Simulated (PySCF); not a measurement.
# The bond of Cl₂, level by level

An exercise on one series of results from a longer session: the logs are not shown, and one member is left open.

Computed with PySCF 2.14.0. Level: Cl def2-SVPD, no relativity.

The first run:

A driver script around PySCF takes these settings:

```yaml
atoms: Cl, Cl
charge: 0
basis: Cl def2-SVPD
Hamiltonian: no relativity
basis_functions: 54
electrons_treated: 34
masses_in_u: 34.9689, 34.9689
levels: PBE0, PBE, r²SCAN, BHandHLYP, BLYP, MN15, HF, MP2, SCS-MP2, CCSD, CCSD(T)
grid: 80 radial by 434 angular points
occupations: held fixed by the projection of orbital angular momentum
dissociation_limit: Cl + Cl, each in its ground configuration
starting_distance_in_angstrom: 1.940
values_of_2S_to_try: 0, 2
```

Launch:

```
OMP_NUM_THREADS=1 python dia.py task.json out
```

Among the steps run: Set-up; PBE0 along the bond; Higher solutions at PBE0; PBE (GGA); r²SCAN (meta-GGA); BHandHLYP; BLYP; MN15; RHF; Adding correlation.

One of the session's tables, all rows but one given; the rest of the session is left out.

Differences from the measured constants:

```
      level  Re (mÅ)  ωe (%)
        RHF      +33    +0.6
    RHF-MP2      +65    -9.9
RHF-SCS-MP2      +76   -12.1
   RHF-CCSD      +80   -13.0
RHF-CCSD(T)      +94   -16.9
        PBE      +71   -13.0
       BLYP     +107   -18.2
     r²SCAN      +58   -10.4
       PBE0        ?       ?
       MN15      +32    -5.3
  BHandHLYP      +43    -4.5
```

**Question.** Estimate the row for PBE0.

The run gave: Re (mÅ): +41; ωe (%): -6.0. In the column «Re (mÅ)» it lies between RHF (+33) and BHandHLYP (+43).
